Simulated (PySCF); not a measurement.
**Energy profile**

The step: CH₅BO ([CH3][BH][OH]) → CH₃B ([BH][CH2]) + H₂O (still joined by a long B–O bond); bonds formed: O2–H4; bonds broken: C3–H4; bonds weakened to dative contacts: B1–O2 (atoms numbered as in the saddle structure below).

```csv
atom,x (Å),y (Å),z (Å)
B1,-0.6783,-0.1474,-0.2722
O2,0.3159,-1.3595,-0.2473
C3,0.0847,0.9798,0.2099
H4,0.8260,-0.3013,-0.3421
H5,-1.6717,-0.3262,-0.8980
H6,0.4231,-1.7594,0.6248
H7,-0.1657,2.0046,-0.0436
H8,0.8661,0.9095,0.9685
```

Electronic energies by CCSD(T) at an estimated basis limit (MP2 extrapolated from triple and quadruple zeta, plus CCSD(T) − MP2 in triple zeta), on PBE0-D4/def2-TZVP structures; CH5BO, singlet; no counterpoise correction. PySCF 2.14 with density fitting (its default auxiliary sets; JK sets also for MP2 and CCSD(T)); basis: def2-TZVPP and def2-QZVPP; cores frozen in the correlated methods. Extrapolation: Hartree–Fock as exp(−7.88 √X), correlation as X^−2.97.

Question: Give the profile in kJ/mol, counted from the start structure. (To be estimated.)

Answer: Computed:
```csv
point,kJ/mol
start structure,0.0
saddle,341.4
end structure,271.4
"separated: CH3B (linked as [BH][CH2]; B1, C3, H5, H7, H8; singlet) + H2O (O2, H4, H6; singlet)",337.7
```

T1 diagnostic: at most 0.015.

For scale, one of the runs: CCSD(T)/def2-TZVPP, 163 basis functions, launched by `OMP_NUM_THREADS=4 python run.py`. Hardware: 4 CPU threads of an Arm Neoverse V2, shared host. Wall time 2.1 min; peak host memory 1.2 GiB.
